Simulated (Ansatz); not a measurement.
The input, for Ansatz 0.2.0:

```yaml
crystal:
  periodic: [false, false, false]
  atoms:
    - {symbol: As, position_ang: [0.000000, 0.000000, 0.000000]}
    - {symbol: As, position_ang: [0.000000, 0.000000, 2.185800]}
basis:
  gaussian: {orbitals: STO-3G}
total_charge: 1
magnetization: {spin_polarized: false, initial_magnetization: 1}
correlation: {method: mp2, frozen_orbitals: {As: 20}}
```

```sh
$ ansatz run in.yaml --threads 1 --pin off --events-out ev --progress --plain --max-ram 2393MiB
```

(1) One thing in this input was set wrong on purpose, beside settings that are merely unusual. What is the gravest fault, and what does the program do?

## Answers

(1) Wrong frozen-orbital counts. How the run ends: refused.
```
Error: the typed cores hold 40 orbitals of each spin, and the molecule has 33 alpha and 32 beta electrons, too few to fill them
```
